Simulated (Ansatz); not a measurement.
C5H9Cl, SMILES C=C(C)CCCl, a ranking of conformers

Computed with the Ansatz DFT code, driven from Python.

At the Python prompt:
```pycon
>>> import ansatz as az
>>> from rdkit import Chem
>>> from rdkit.Chem import AllChem
>>> rd = Chem.AddHs(Chem.MolFromSmiles("C=C(C)CCCl"))
>>> ids = list(AllChem.EmbedMultipleConfs(rd, numConfs=20, randomSeed=790, pruneRmsThresh=0.4))
>>> field = [energy for _, energy in AllChem.MMFFOptimizeMoleculeConfs(rd)]
>>> distinct = {round(e, 2): i for i, e in zip(ids, field)}
>>> chosen = sorted(distinct.items())[:5]
>>> found = []
>>> for force_field, index in chosen:
...     geometry = az.Crystal.molecule()
...     for atom, xyz in zip(rd.GetAtoms(), rd.GetConformer(index).GetPositions()):
...         geometry = geometry.atom(atom.GetSymbol(), xyz.round(5).tolist())
...     job = geometry.calculation().basis(gaussian="cc-pVDZ").functional("r2SCAN")
...     found.append(job.run().report["free_energy_ev"])
...
>>> print("conformer   MMFF (kcal/mol)   this level (kcal/mol)")
conformer   MMFF (kcal/mol)   this level (kcal/mol)
>>> for (force_field, index), e in zip(chosen, found):
...     print(f"{index:9d} {force_field - chosen[0][0]:17.2f} {23.060548 * (e - min(found)):17.3f}")
...
        3              0.00             0.036
        5              0.31             0.000
        1              0.73             0.288
        6              1.30             0.726
        8              1.31             1.289
```

The conformers keep their force-field geometries. Wall time of the script: 57 s on 1 thread of Arm Neoverse V1 (shared host), peak memory 0.34 GiB.
